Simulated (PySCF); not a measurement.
Compound: 1,4-dihydropyrazine radical cation, C4H6N2 (charge +1 and doublet state).
Z-matrix (Å and degrees, PBE0-D3(BJ)/def2-SVP geometry), rows numbered from 1:
```
C 
C   1  1.3589
N   2  1.3711  1  119.66
C   3  1.3711  2  120.59  1    -0.01
C   4  1.3590  3  119.75  2     0.01
N   5  1.3711  4  119.66  3    -0.01
H   1  1.0897  2  122.26  3  -179.96
H   2  1.0898  1  122.30  3   180.00
H   3  1.0158  2  119.70  1  -179.95
H   4  1.0897  3  118.00  2  -179.97
H   5  1.0897  4  122.30  3   179.98
H   6  1.0157  1  119.71  2   179.96
```

The hyperfine couplings belong to this conformer and change with its torsions.

Identity: 1,4-dihydropyrazine radical cation, `N1C=CNC=C1` [SMILES of the parent framework; charge +1 and doublet state].

Method used: PySCF, UKS B3LYP, IGLO-III on C N, pcH-1 on H, non-relativistic, mean-field spin-orbit, GIAO. Isolated species at its PBE0-D3(BJ)/def2-SVP geometry (one conformer only). Stability of the SCF solution: not tested. No frequencies were computed at this geometry's level, so the symmetric structure isn't shown to be a minimum.

Computed for the main isotopes (class means, splittings of 0.05 mT or more): g = 2.0031; H9/H12 1H -28.8 MHz (1.03 mT); N3/N6 14N +14.8 MHz (0.53 mT); H7/H8/H10/H11 1H -9.9 MHz (0.35 mT); 75 first-order lines, 5.57 mT wide.

(1) What changes when 14N at N3/N6 is replaced by 15N at both sites?

(2) What changes when 1H at H9/H12 is replaced by 2H at both sites?

Results:

(1) At a fixed geometry a is proportional to g_N: -0.56638/0.40376 = -1.4028, so a goes from +14.8 to -20.7 MHz (0.740 mT). The spin goes from 1 to 1/2, so the 1:2:3:2:1 quintet becomes a 1:2:1 triplet. The spectrum then has 45 first-order lines over 4.94 mT.

(2) The spin density stays the same (vibrational effects aside), so a scales with the nuclear g factor: 0.85744/5.58569 = 0.1535, so a goes from -28.8 to -4.4 MHz (0.158 mT). The spin goes from 1/2 to 1, so the 1:2:1 triplet becomes a 1:2:3:2:1 quintet. The spectrum then has 125 first-order lines over 4.15 mT.

For comparison, experiment gives in magnitude: 14N N3/N6 20.7 MHz (computed 14.8); 1H H9/H12 22.3 MHz (computed 28.8); 1H H7/H8/H10/H11 8.8 MHz (computed 9.9); 1H H9/H12 23.3 MHz (computed 28.8) (solution (EPR); Hermosilla, Calle, Garcia de la Vega, RSC Adv. 2015, Modeling EPR parameters of nitrogen containing conjugated radical cations; solution or matrix (EPR); Pople, Beveridge, Approximate Molecular Orbital Theory, McGraw-Hill 1970 (compilation of measured values)). The computed 1H H9/H12 coupling is 29 % too large in magnitude.

The run took 44 s on one thread, Arm Neoverse V1, no GPU, shared host.
